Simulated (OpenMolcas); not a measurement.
Predicting a hybrid from its neighbours: CH4FSi

CH4FSi has 7 atoms, charge 0, and is taken as a doublet. SMILES: `C[SiH]F`. The shape is that of a PBE0-D4/def2-TZVP optimisation.

The vertical energy of the quartet above the doublet y, in eV, basis aug-cc-pVDZ; a is the functional's share of exact exchange. Programs: OpenMolcas 26.06.

```
functional     program     a  y (eV)
     UBLYP  OpenMolcas     0    7.21
     UTPSS  OpenMolcas     0    7.26
    UB3LYP  OpenMolcas   0.2       ?
     UPBE0  OpenMolcas  0.25    7.48
    UBHLYP  OpenMolcas   0.5    7.94
```

Fit y = c + s·a to the known rows and predict UB3LYP.


1. Means of the 4 rows: a = 0.1875, y = 7.473.
2. Σ(Δa)² = 0.17188, Σ(Δa·Δy) = 0.23563, so the slope is 0.23563/0.17188 = 1.3709.
3. Intercept: 7.473 − (1.3709) × 0.1875 = 7.216. The largest residual of the fit is 0.079.
4. UB3LYP: 7.216 + (1.3709) × 0.2 = 7.49 eV.

The run gave 7.55 eV, so the prediction is off by -0.06 eV, within the scatter of the fit.
